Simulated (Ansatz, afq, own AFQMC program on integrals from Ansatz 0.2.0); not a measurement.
## AlH⁻, doublet: a scan with AFQMC

```yaml
atoms:
  - { symbol: Al, position_ang: [0.0000, 0.0000, 0.0000] }
  - { symbol: H, position_ang: [0.0000, 0.0000, 1.7061] }
```

The Al1–H2 distance is changed with both sides rigid. Energies in eV count from this geometry (1.706 Å) at the same level; the start stands on UHF, each point on the determinant named.

Basis aug-cc-pVDZ. Noble-gas cores (and the filled d shells of Ga–Kr and In–Xe) are frozen. Integrals, coupled cluster, full CI and functionals: Ansatz 0.2.0; the random walks run on the same integrals in our own AFQMC program. ph-AFQMC/CISD is guided by a CISD state made of CCSD amplitudes; releasing the constraint for a short imaginary time cuts its bias at the price of noise, slowly where states lie close. ± is one standard error of the sampling.

Cautions, each for one point or more: an unrestricted solution with more broken spin lies lower; strong correlation; the determinant is a saddle point among determinants of its kind; the ph-AFQMC/CISD walk drifts between its halves; unrestricted determinant spin contaminated.

```json
{"r(Al1–H2) / Å": "1.558", "det.": "UHF", "T1": "0.025", "weight": "0.90", "⟨S²⟩": "0.77", "B3LYP": "0.105", "B2PLYP": "0.098", "CCSD(T)": "0.105"}
{"r(Al1–H2) / Å": "1.893", "det.": "UHF", "T1": "0.023", "weight": "0.90", "⟨S²⟩": "0.77", "B3LYP": "0.098", "B2PLYP": "0.108", "CCSD(T)": "0.098"}
{"r(Al1–H2) / Å": "2.316", "det.": "UHF", "T1": "0.026", "weight": "0.89", "⟨S²⟩": "0.77", "B3LYP": "0.620", "B2PLYP": "0.651", "CCSD(T)": "0.615"}
{"r(Al1–H2) / Å": "3.194", "det.": "UHF", "T1": "0.080", "weight": "0.82", "⟨S²⟩": "0.93", "B3LYP": "1.517", "B2PLYP": "1.581", "CCSD(T)": "1.518"}
{"r(Al1–H2) / Å": "4.566", "det.": "UHF", "T1": "0.052", "weight": "0.85", "⟨S²⟩": "0.77", "B3LYP": "2.017§", "B2PLYP": "2.164§", "CCSD(T)": "2.106"}
```

**Question.** Estimate the curve of full CI, counted from the same start.

**Answer.** 
```tsv
r(Al1–H2) / Å	det.	T1	weight	⟨S²⟩	FCI	ph-AFQMC/CISD	released AFQMC	CCSDT(Q)
1.558	UHF	0.025	0.90	0.77	0.106	0.103 ± 0.003	0.105 ± 0.001	0.106
1.893	UHF	0.023	0.90	0.77	0.097	0.100 ± 0.003	0.098 ± 0.001	0.097
2.316	UHF	0.026	0.89	0.77	0.608	0.615 ± 0.003	0.609 ± 0.001	0.608
3.194	UHF	0.080	0.82	0.93	1.494	1.510 ± 0.003	–	1.494
4.566	UHF	0.052	0.85	0.77	2.094	2.099 ± 0.003	–	2.094
```

Weight is that of the determinant in the CISD state; at the start T1 is 0.024 and the weight 0.90, and ⟨S²⟩ is 0.77. A dash marks a missing value, a released energy that hasn't settled or a functional that sits on another state. § marks a functional whose ⟨S²⟩ is too high by over 0.1. Largest departures from full CI: CCSD(T) 0.024 eV at 3.194 (on UHF), ph-AFQMC/CISD 0.016 eV at 3.194 (on UHF), released AFQMC -0.001 eV at 1.558 (on UHF) (within the noise), CCSDT(Q) 0.000 eV at 3.194 (on UHF), B3LYP 0.023 eV at 3.194, B2PLYP 0.088 eV at 3.194. Functionals count only at points shown to share the start's state and spin. In this small basis the wave-function levels are far from their limit, so their gap to the functionals isn't the functionals' error.

CCSDT and higher add their correlation energy to the determinant of the CCSD(T) run, since their own runs factorise the integrals more tightly (a shift of under 2 meV). A walk keeps the symmetry of its determinant, which the program's search chose and which needn't be the lowest solution, so a lower state of the same spin and another symmetry isn't excluded. Released energies are given only where the last usable release times agree within the noise; a slower fall can still hide under it.
